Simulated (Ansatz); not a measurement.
**Rutile MnF₂**

Level of theory: PBE+U in Ansatz (PAW).

Numerical settings: plane-wave cutoff 500 eV, 8×8×12 k mesh (along the axes of the cell as run), Fermi–Dirac smearing 0.05 eV, U_eff Mn 3.9 eV, magnetic order afm, spin-polarised with opposed moments, scalar-relativistic PAW data made under PBE.

Cell (relaxed at this level):

MnF$_{2}$ is taken in the tetragonal space group P4₂/mnm (No. 136), the rutile structure, Pearson symbol tP6. Cell: a = b = 4.978 Å, c = 3.361 Å, α = β = γ = 90.00°. Mn on 2a is surrounded by 6 F at 2.147–2.170 Å (octahedral). F on 4f is surrounded by 3 Mn at 2.147–2.170 Å (trigonal planar). (Neighbours: up to the widest gap in distance over summed covalent radii, below 1.35, at either atom; cation-cation and far metal-metal contacts left out.)

```yaml
magnetic moment (largest site, within a sphere): 4.27 μB
band_gap: 3.64 eV (on the SCF k mesh)
```

Measured, for comparison: band gap 9.9 eV (temperature not stated, no zero-point or thermal correction, the source doubts the polymorph; as tabulated in Das and Bazhirov (2019), arXiv:1808.05325). Computed (rounded) less measured: band gap not scored (a reference that its source doubts or gives as a wide range).

Moments are spin moments.

Static lattice: no zero-point or thermal effects.

Ansatz is an electronic-structure program.
